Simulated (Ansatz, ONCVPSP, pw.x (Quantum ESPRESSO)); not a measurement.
## tungsten (bcc): variants of one ONCV potential in the solid

W, optimised norm-conserving Vanderbilt (ONCV), made with ONCVPSP 4.0.1.1 (patched build) (PBEsol, scalar-relativistic). Core [Kr] 4d10 4f14, reference 5s2 5p6 5d4 6s2. Waves: 5s+6s: rc 1.80 bohr, ncon 4, nbas 7, qcut 8.3 1/bohr, 2 projectors; 5p: rc 1.80 bohr, ncon 3, nbas 6, qcut 9.7 1/bohr, 2 projectors, debl 2.7 Ha; 5d: rc 2.35 bohr, ncon 4, nbas 9, qcut 6.9 1/bohr, 3 projectors, debl 1.8 Ha. Local part: polynomial inside 1.70 bohr (lpopt 5, dvloc0 1 Ha). Core correction: polynomial model core, fcfact 0.55.

Crystal test: bcc W in pw.x 7.5, no spin, 15³ k-points, Fermi–Dirac smearing 0.01 Ry, cutoffs set for each file from its atomic test. The reference is all-electron LAPW (Ansatz 0.2.0) with the same functional, mesh and smearing; V0 and B0 come from Birch–Murnaghan fits to the pressures at five volumes. Errors are pseudo minus all-electron; Δ is the rms difference of the E(V) curves that follow from these fits, minima aligned, over ±6 % about the mean V0. Mesh and smearing are coarse, so the numbers serve the comparison and aren't converged zero-temperature values; the lattice is a test structure that the element need not adopt.

All-electron: a0 = 3.155 Å (V0 = 15.70 Å³/atom), B0 = 321.1 GPa.

```tsv
change	cutoffs (Ry)	pw.x	a0 (Å)	a0 error (%)	B0 error (%)	Δ (meV/atom)	mean pressure error (GPa)
base	65/260	converged	3.144	-0.32	+0.8	10.7	-3.10
p: rc 1.36; local potential polynomial inside 1.36 bohr (lpopt 5, dvloc0 1 Ha)	90/360	converged	3.143	-0.38	+0.1	12.6	-3.64
core correction polynomial model core, fcfact 0.88	65/260	converged	3.144	-0.35	+1.0	11.5	-3.36
d: rc 1.8, qcut 9	65/260	converged	3.146	-0.26	+0.4	8.7	-2.54
d: rc 2.96	65/260	converged	3.145	-0.30	+0.1	10.0	-2.90
```

Question: Give the row for: local potential polynomial inside 1.10 bohr (lpopt 5, dvloc0 1 Ha).

Answer: pw.x: converged; mean pressure error (GPa): -4.25; a0 (Å): 3.141; a0 error (%): -0.44; B0 error (%): +0.0; Δ (meV/atom): 14.7.
